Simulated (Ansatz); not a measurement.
Species: CN, SMILES `[C]#N` (charge 0, multiplicity 2), formula CN.

How many basis functions does frozen-core CCSD(T)/def2-TZVPP // CAM-B3LYP-D3(BJ)/def2-TZVP in Ansatz (a program for electronic structure) use, how many core orbitals are frozen, and how many electrons are correlated?

62 basis functions and 2 frozen orbitals, which leaves 9 correlated electrons. Core time is of the order of seconds.
